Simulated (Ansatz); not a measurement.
A run of Ansatz (development build ahead of 0.2.0) on singlet C₄H₄ at this shape:

```json
{"atom": "C", "x (Å)": "0.6707", "y (Å)": "0.7778", "z (Å)": "-0.0078"}
{"atom": "C", "x (Å)": "-0.6766", "y (Å)": "0.7786", "z (Å)": "-0.0008"}
{"atom": "C", "x (Å)": "-0.6666", "y (Å)": "-0.7840", "z (Å)": "0.0099"}
{"atom": "C", "x (Å)": "0.6586", "y (Å)": "-0.7816", "z (Å)": "-0.0035"}
{"atom": "H", "x (Å)": "1.4471", "y (Å)": "1.5461", "z (Å)": "0.0030"}
{"atom": "H", "x (Å)": "-1.4460", "y (Å)": "1.5468", "z (Å)": "-0.0057"}
{"atom": "H", "x (Å)": "-1.4389", "y (Å)": "-1.5436", "z (Å)": "0.0022"}
{"atom": "H", "x (Å)": "1.4378", "y (Å)": "-1.5448", "z (Å)": "-0.0045"}
```

Its results:

```json
{
 "Converged": "yes",
 "Reference energy": "-153.65529 hartree",
 "Correlation energy": "-0.52329 hartree",
 "Total energy": "-154.17858 hartree",
 "Spin squared of the determinant": "0.000"
}
```

Task: Which input gives this output? Name the method, the orbitals and the basis set, and write the input.

Result: RHF-MP2 in cc-pVDZ. An unrestricted run that stays on the closed shell gives the same numbers.

```yaml
crystal:
  periodic: [false, false, false]
  atoms:
    - { symbol: C, position_ang: [0.6707, 0.77779, -0.00781] }
    - { symbol: C, position_ang: [-0.6766, 0.7786, -0.00085] }
    - { symbol: C, position_ang: [-0.66663, -0.78399, 0.00991] }
    - { symbol: C, position_ang: [0.65862, -0.7816, -0.00347] }
    - { symbol: H, position_ang: [1.44715, 1.54608, 0.00303] }
    - { symbol: H, position_ang: [-1.44604, 1.54684, -0.00567] }
    - { symbol: H, position_ang: [-1.43891, -1.54365, 0.00222] }
    - { symbol: H, position_ang: [1.43779, -1.54484, -0.00454] }
basis:
  gaussian: { orbitals: cc-pVDZ }
hamiltonian:
  xc: hf
correlation:
  method: mp2
  frozen_orbitals: { C: 1, H: 0 }
```

Caution: in another basis set an unrestricted determinant lies well below.
